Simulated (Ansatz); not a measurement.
Energy needed to pull apart CH$_{2}$F (SMILES [CH2]F), doublet, into free ground-state atoms, from the structure below (displaced at random from a GFN2-xTB minimum); no zero-point or spin–orbit terms; open-shell atoms are treated unrestricted, in their ground-state multiplicity.

```xyz
4
angstrom
C -0.0574 -0.0600 -0.0966
F 0.9794 0.6940 0.3749
H -0.8984 0.5064 -0.3368
H 0.0582 -1.0727 0.0414
```

Computed with Ansatz 0.2.0 (basis: def2-TZVPP); correlated methods freeze the cores; orbitals are unrestricted.

```
   method  atomization energy (kJ/mol)
   PBE-D4                         1352
revPBE-D4                         1313
r2SCAN-D4                            ?
   B97M-V                         1306
  PBE0-D4                         1315
  wB97M-V                         1308
       HF                          948
      MP2                         1295
     CCSD                            ?
  CCSD(T)                         1270
```

(1) What does r2SCAN-D4 give? (An estimate is asked for; the value comes from the calculation.)

(2) What does CCSD give? (An estimate is asked for; the value comes from the calculation.)

T1 diagnostic: at most 0.016. ⟨S²⟩ of the unrestricted Hartree–Fock references: 0.76 (a pure state has 0.75).

Results:

(1) By the calculation: 1324 kJ/mol, which is about 54 kJ/mol more than CCSD(T)/def2-TZVPP.

(2) The calculation gives: 1253 kJ/mol, which is about 18 kJ/mol less than CCSD(T)/def2-TZVPP.

In triple zeta the MP2 and coupled-cluster atomization energies are still short of their basis limit by a few kcal/mol a bond, whereas those of the functionals are nearly converged, so these differences are not deviations from converged CCSD(T).

For scale, one of the runs: CCSD(T)/def2-TZVPP forces, 90 basis functions (an equivalent command: `ansatz run in.yaml --threads 4`). Hardware: 4 CPU threads, shared host. Wall time 15 s; peak host memory 0.83 GiB.
